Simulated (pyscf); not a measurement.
Optimised with ωB97X-D3(BJ)/def2-SVP in PySCF.

Question: Estimate by transition-state theory the rate constant of CH₄ (SMILES C) + GaH₃ (SMILES [GaH3]) -> H₃C–GaH₂ (SMILES [CH3][GaH2]) + H₂ (SMILES [H][H]) (singlet surface; C–H, Ga–H broken, C–Ga, H–H formed) at 600 K, with ωB97M-D3(BJ)/def2-TZVP energies (ideal gas, 1 atm, RRHO with modes under 100 cm⁻¹ raised to 100, one conformer, R ln 2 for chiral ones without a mode under 150 cm⁻¹; no tunnelling).

Answer: The electronic barrier is 40.0 kcal/mol and the thermal terms add +15.3, so ΔG‡ = 55.3 kcal/mol. With k_BT/h = 1.25e+13 s⁻¹ and RT = 1.192 kcal/mol, and a volume of 8.18e-20 cm³ per molecule at 1 atm, k = 7.3e-27 cm³ molecule⁻¹ s⁻¹. Wigner's tunnelling factor for 1535i cm⁻¹ would be 1.56, likely too low at so high a frequency. A shift of 1 kcal/mol in the barrier changes k by a factor 2.3. At the saddle there is also a short Ga–H contact that neither side keeps. One saddle was located; it need not be the lowest between these sides. Elements up to Kr have no core potential and no relativistic terms here.
